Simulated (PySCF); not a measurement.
C2H3O, SMILES C[C]=O, multiplicity 2. Atoms are numbered in the order given.

```xyz
6

C     -0.0974    -1.1612     0.0000
C      0.4240     0.2420     0.0000
O     -0.1700     1.2563     0.0000
H      0.2956    -1.6772    -0.8781
H      0.2956    -1.6772     0.8781
H     -1.1910    -1.1804     0.0000
```
Charge 0, spin multiplicity 2.

Coordinates come from a PBE0-D3(BJ)/def2-TZVP optimisation. The isomer is the one that the SMILES or the coordinates give; other isomers of the formula were not compared.

Level of theory: PySCF with PBE0/pcH-1.

Unrestricted Kohn–Sham, ⟨S²⟩ = 0.753. Hyperfine tensors hold the contact and dipolar terms, without spin-orbit corrections.

Computed hyperfine couplings:
| nucleus | A(iso) (MHz) | A(iso) (G) | dipolar principal values (MHz) |
|---|---|---|---|
| 13C no. 1 | 167.1 | 59.6 | -14.1, -12.8, 27.0 |
| 13C no. 2 | 356.3 | 127.1 | -50.9, -46.6, 97.6 |
| 17O no. 3 | -38.8 | -13.8 | -106.3, 48.4, 57.9 |
| 1H no. 4 | -8.9 | -3.2 | -9.2, -5.6, 14.8 |
| 1H no. 5 | -8.9 | -3.2 | -9.2, -5.6, 14.8 |
| 1H no. 6 | 55.3 | 19.7 | -8.6, -1.4, 10.0 |

Q: And the g tensor (effective nuclear charges for spin-orbit coupling, GIAO)? (Estimate from the structure and the level; the computed values follow.)

A: principal values 1.9945, 2.0020, 2.0046; isotropic 2.0004.
